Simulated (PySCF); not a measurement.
**O2 (triplet): changing the method**

Starting from one script, swap the method and compare what comes out for O2 (triplet).

Computed with PySCF 2.14.0. Level: each script names its method and basis.

2 further runs of the same task are left out: 2 that didn't finish.

## 1. The system as given

O2 (triplet): 2 atoms, charge 0, spin multiplicity 3.

Bond lengths: O1–O2 1.140 Å.

## 2. The base run

input.py reads:

```python
from pyscf import gto, dft, tdscf

mol = gto.M(
    atom='O 0 0 0; O 0 0 1.14',
    basis='aug-cc-pvdz',
    charge=0,
    spin=2,
    verbose=4,
)
mf = dft.UKS(mol, xc='pw91')
mf.kernel()
td = tdscf.TDA(mf)
td.nstates = 5
td.kernel()
td.analyze()
mf.dip_moment()
print('orbital energies (hartree):', [e[max(0, n-3):n+3].round(4) for e, n in zip(mf.mo_energy, mol.nelec)])
```

Started as:

```bash
$ OMP_NUM_THREADS=1 python input.py
```

## 3. Pbesol

Edit 1 changes functional: pw91 → pbesol.

input.py: that of step 2 with these lines changed.

```diff
@@ -9,3 +9,3 @@
 )
-mf = dft.UKS(mol, xc='pw91')
+mf = dft.UKS(mol, xc='pbesol')
 mf.kernel()
```

## 4. SCF alone

Edit 2 changes step after the SCF: tda → none.

input.py: that of step 2 with these lines changed.

```diff
@@ -1,2 +1,2 @@
-from pyscf import gto, dft, tdscf
+from pyscf import gto, dft
 
@@ -11,6 +11,2 @@
 mf.kernel()
-td = tdscf.TDA(mf)
-td.nstates = 5
-td.kernel()
-td.analyze()
 mf.dip_moment()
```

## 5. Tpssh

Edit 3 changes functional: pw91 → tpssh.

input.py: that of step 2 with these lines changed.

```diff
@@ -9,3 +9,3 @@
 )
-mf = dft.UKS(mol, xc='pw91')
+mf = dft.UKS(mol, xc='tpssh')
 mf.kernel()
```

## 6. Stability test

Edit 4 changes step after the SCF: tda → stability.

input.py: that of step 2 with these lines changed.

```diff
@@ -1,2 +1,2 @@
-from pyscf import gto, dft, tdscf
+from pyscf import gto, dft
 
@@ -11,6 +11,3 @@
 mf.kernel()
-td = tdscf.TDA(mf)
-td.nstates = 5
-td.kernel()
-td.analyze()
+mf.stability(internal=True, external=True)
 mf.dip_moment()
```

## 7. RKS

Edit 5 changes SCF type: UKS → RKS.

input.py reads:

```python
from pyscf import gto, dft, tdscf

mol = gto.M(
    atom='O 0 0 0; O 0 0 1.14',
    basis='aug-cc-pvdz',
    charge=0,
    spin=2,
    verbose=4,
)
mf = dft.RKS(mol, xc='pw91')
mf.kernel()
td = tdscf.TDA(mf)
td.nstates = 5
td.kernel()
td.analyze()
mf.dip_moment()
print('orbital energies (hartree):', mf.mo_energy[..., max(0, mol.nelec[1]-3):mol.nelec[0]+3].round(4))
```

What does the calculation give? Wanted: for each run, E(SCF); from base; gap, α spin; after the SCF.

**Answer**, as computed:

| run | E(SCF) (hartree) | from base (eV) | cycles | gap, α spin (eV) | after the SCF |
| --- | --- | --- | --- | --- | --- |
| base | -150.304440 | 0 | 7 | 7.46 | lowest root found 7.36 eV |
| pbesol | -149.709098 | not comparable | 7 | 7.68 | lowest root found 7.63 eV |
| SCF alone | -150.304440 | 0.0000 | 7 | 7.46 | n/a |
| tpssh | -150.343846 | not comparable | 7 | 8.98 | lowest root found 7.61 eV |
| stability test | -150.304440 | 0.0000 | 7 | 7.46 | unstable: UHF/UKS -> GHF/GKS |
| RKS | -150.302394 | +0.0557 | 6 | n/a | lowest root found 7.29 eV |

**Reading.** The α-spin gap between the frontier levels is 7.5 eV with pw91 (0 % exact exchange) and 9.0 eV with tpssh (10 %). Total energies of different functionals can't be compared with each other; differences within one functional can.
